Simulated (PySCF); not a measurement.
**Field gradients at the hydrogen positions**

Species: C5H4O.
Structure used (PBE0-D3(BJ)/def2-SVP), in Å, numbered top down from 1:
```xyz
10
C5H4O angstrom
C      2.2116   -0.6979    0.5189
C      1.3816    0.0912    0.1156
C      0.4596    1.0581   -0.3656
C     -0.8721    0.8795   -0.5012
C     -1.5609   -0.3730   -0.1588
O     -2.7512   -0.5301   -0.2829
H      2.9380   -1.4044    0.8780
H      0.8928    2.0256   -0.6453
H     -1.5012    1.6882   -0.8833
H     -0.9009   -1.1869    0.2314
```

Level: PBE0/pcSseg-1 (PySCF, non-relativistic); Q(2H) = 0.00286 b; rigid geometry, the same for H and D, with no vibrational averaging.

Question: Rank these positions by the coupling χzz of a deuteron there, largest first.
A. H7 (alkyne hydrogen)
B. H9 (vinylic hydrogen)
C. H10 (formyl hydrogen)

Answer: A (228 kHz), B (201 kHz), C (167 kHz).

Q: Give the electric field gradient Vzz (the principal value of largest size), its asymmetry and the 2H coupling at each hydrogen.

A: 
```json
{"atom": "H7", "bonded to": "C1", "bond length (Å)": "1.075", "Vzz (au)": "0.3391", "η": "0.01", "χzz (kHz)": "228"}
{"atom": "H8", "bonded to": "C3", "bond length (Å)": "1.096", "Vzz (au)": "0.2938", "η": "0.06", "χzz (kHz)": "197"}
{"atom": "H9", "bonded to": "C4", "bond length (Å)": "1.093", "Vzz (au)": "0.2991", "η": "0.06", "χzz (kHz)": "201"}
{"atom": "H10", "bonded to": "C5", "bond length (Å)": "1.118", "Vzz (au)": "0.2485", "η": "0.03", "χzz (kHz)": "167"}
```

Q: Give the 2H NMR doublet splittings at H9 for a magnetic field along the z, y and x axes of the gradient: 3χ/2, 3χ(1 + η)/4, 3χ(1 − η)/4.

A: With |χ| = 201.0 kHz and η = 0.055: 301, 159 and 142 kHz, to first order and without motion.

The structure is a single PBE0-D3(BJ)/def2-SVP conformer in the gas phase; no vibrational or solvent corrections. A larger basis could move these couplings by a tenth or more.
